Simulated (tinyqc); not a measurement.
Worked calculation: RHF in the sto-3g basis, for H2O, spin multiplicity 1. One step of it, computed by the program tinyqc.

Task: Iteration 13 (converged): orbitals. Diagonalise F' = X^T F X, C = X C', fill 5 alpha and 5 beta electrons from the bottom; D = 2 C_occ C_occ^T. Each column has its largest component positive (the first on a tie).

converged F (hartree), lower triangle:
```
,1O 1s,1O 2s,1O 2px,1O 2py,1O 2pz,2H 1s,3H 1s
1O 1s,-20.248601
1O 2s,-5.164697,-2.442880
1O 2px,0.000001,0.000000,-0.395667
1O 2py,-0.000373,-0.004277,0.000001,-0.289924
1O 2pz,-0.028852,-0.122780,-0.000004,-0.004828,-0.339192
2H 1s,-1.127432,-0.985697,0.000002,-0.368642,-0.394176,-0.555570
3H 1s,-1.081341,-0.957480,0.000002,0.363178,-0.388905,-0.398349,-0.533426
```

X, lower triangle:
```
,1O 1s,1O 2s,1O 2px,1O 2py,1O 2pz,2H 1s,3H 1s
1O 1s,1.024029
1O 2s,-0.141345,1.218469
1O 2px,0.000000,0.000000,1.000000
1O 2py,-0.000253,0.003973,0.000000,1.091371
1O 2pz,-0.010370,0.109721,0.000000,0.001883,1.061255
2H 1s,0.021156,-0.278184,0.000000,-0.209348,-0.155082,1.196908
3H 1s,0.020668,-0.265400,0.000000,0.203897,-0.149447,-0.100328,1.185995
```

Give: F' = X^T F X; orbital energies; coefficients C; D after iteration 13.

Result:

F' = X^T F X (hartree), lower triangle:
```
,1,2,3,4,5,6,7
1,-19.871
2,-2.691,-1.263
3,0.000,0.000,-0.396
4,0.000,0.002,0.000,-0.028
5,-0.058,0.119,0.000,-0.001,-0.162
6,-0.169,-0.491,0.000,-0.446,-0.353,0.010
7,-0.156,-0.473,0.000,0.440,-0.346,-0.115,0.005
```

orbital energies (hartree): MO1 -20.257, MO2 -1.262, MO3 -0.583, MO4 -0.471, MO5 -0.396, MO6 0.586, MO7 0.679

coefficients C:
```
,MO1,MO2,MO3,MO4,MO5,MO6,MO7
1O 1s,0.994,-0.233,0.003,0.107,0.000,0.122,-0.013
1O 2s,0.026,0.843,-0.019,-0.552,0.000,-0.799,0.094
1O 2px,0.000,0.000,0.000,0.000,1.000,0.000,0.000
1O 2py,0.000,0.004,0.622,-0.010,0.000,0.091,0.939
1O 2pz,0.004,0.127,0.013,0.739,0.000,-0.785,0.081
2H 1s,-0.006,0.158,0.454,0.292,0.000,0.682,-0.898
3H 1s,-0.005,0.152,-0.449,0.310,0.000,0.830,0.736
```

D after iteration 13, lower triangle:
```
,1O 1s,1O 2s,1O 2px,1O 2py,1O 2pz,2H 1s,3H 1s
1O 1s,2.109
1O 2s,-0.461,2.033
1O 2px,0.000,0.000,2.000
1O 2py,0.000,-0.005,0.000,0.775
1O 2pz,0.107,-0.601,0.000,0.002,1.125
2H 1s,-0.019,-0.073,0.000,0.560,0.484,0.633
3H 1s,-0.018,-0.069,0.000,-0.564,0.484,-0.179,0.642
```
